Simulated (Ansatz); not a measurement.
Cost and result up the ladder for the cluster PS2 (3 atoms). Total charge 0; doublet. Geometry: PBE-D4/def2-TZVP.

```xyz
3

P     0.715    0.318   -0.915
S     0.420   -0.772    0.852
S    -1.135    0.454    0.063
```

Ansatz on 2 threads of Arm Neoverse V1 on a shared host. Times are rough, and most runs start from the orbitals of an earlier one. PBE0-D4/def2-TZVP serves as the yardstick here, not as an exact answer. Binding counts from free atoms at the same level (P quartet, S triplet; other spins of the atoms weren't run), without zero-point energy or a counterpoise term.

LC-ωPBE has ω = 0.4 bohr⁻¹. HSE06 is defined as in plane-wave codes, on full-range PBE exchange. Correlated methods freeze 15 core orbitals. Another isomer (doublet) lies 0.31 eV lower at PBE0-D4/def2-TZVP; other spin states weren't run for this one.

Correlated methods converge slowly with the basis.

| level | functions | wall time |
| --- | --- | --- |
| PBE-D4/def2-TZVP (with forces) | 111 | 2 s |
| PBE0-D4/def2-TZVP | 111 | 2.4 s |
| LC-ωPBE/def2-TZVP | 111 | 2.6 s |
| HSE06-D4/def2-TZVP | 111 | 2.7 s |
| r2SCAN-D4/def2-TZVP | 111 | 5.5 s |
| CCSD(T)/def2-TZVPP | 126 | 11 s |

Problem. Estimate what each level gives for the binding energy per atom (eV).

Solution. 
```tsv
level	binding energy per atom (eV)	difference from PBE0-D4/def2-TZVP (eV)
PBE-D4/def2-TZVP (with forces)	2.74	0.19
PBE0-D4/def2-TZVP	2.56	0.00
LC-ωPBE/def2-TZVP	2.34	-0.21
HSE06-D4/def2-TZVP	2.56	0.01
r2SCAN-D4/def2-TZVP	2.56	0.00
CCSD(T)/def2-TZVPP	2.23	-0.33
```
